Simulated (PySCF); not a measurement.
Species: magnesium dihydride, MgH2.
Hydrogens: H2, H3 on Mg1.

All values: wB97X-D/pcSseg-2 (PySCF, non-relativistic), on one gas-phase PBE0-D3(BJ)/def2-TZVP geometry that isn't relaxed in the solvent. The solvent is an IEF-PCM continuum (van der Waals radii × 1.2). Specific hydrogen bonds and non-electrostatic terms are outside this model.

Gas phase at wB97X-D/pcSseg-2: HOMO -9.12 eV, LUMO 0.96 eV, dipole 0.03 D.

What does the continuum do to the energy, the frontier levels and the dipole at wB97X-D/pcSseg-2 in chloroform?

```json
{"solvent": "chloroform", "ε": "4.711", "E(solvent) − E(gas) (kcal/mol)": "-9.39", "polarisation term (kcal/mol)": "-11.12", "distortion of the solute (kcal/mol)": "1.73", "HOMO (eV)": "-9.15", "LUMO (eV)": "1.62", "dipole (D)": "0.04"}
```

The polarisation term is half the interaction of the solute with the surface charges that it induces; the rest is the cost of distorting the solute's density. The sum is the electrostatic part of solvation alone. Charge and dipole vanish, so a point-dipole model would give no lowering at all.

wB97X-D is run here without its empirical dispersion term; that term would change no orbital, density or response property at a fixed geometry.
